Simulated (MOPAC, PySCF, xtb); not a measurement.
Dimer: CH4O (SMILES CO) (first 6 atoms) with CH4O (SMILES CO); geometry from S66by8 set.
(charge 0, multiplicity 1):
| atom | x (Å) | y (Å) | z (Å) |
|---|---|---|---|
| O | -1.5539 | 0.3251 | -0.0977 |
| H | -0.6097 | 0.3013 | -0.3018 |
| C | -2.0698 | -0.9629 | -0.3630 |
| H | -3.1277 | -0.9479 | -0.1143 |
| H | -1.9744 | -1.2443 | -1.4145 |
| H | -1.5926 | -1.7379 | 0.2422 |
| O | 1.5169 | 0.2174 | -0.4008 |
| H | 1.9857 | 0.8318 | -0.9705 |
| C | 2.0257 | 0.3744 | 0.9209 |
| H | 1.4722 | -0.3138 | 1.5510 |
| H | 3.0847 | 0.1240 | 0.9776 |
| H | 1.8733 | 1.3851 | 1.2988 |

Interaction energies are E(AB) − E(A) − E(B) at the monomers' geometry in the complex; basis-set methods are counterpoise corrected.

Rows in 6-31G* carry no dispersion term and start afresh at each structure (6-31G* with six Cartesian d functions). The state that AM1 reach isn't checked.

The values were computed with MOPAC for AM1 (differences of heats of formation); PySCF for 6-31G* rows; xtb for the GFN methods. Values without a source in brackets are computed.

One of these levels gives -5.52 kcal/mol for the interaction energy. Name it.
A. GFN-FF
B. AM1
C. B3LYP/6-31G*

A, GFN-FF. The others give -2.66 (AM1), -4.95 (B3LYP/6-31G*)
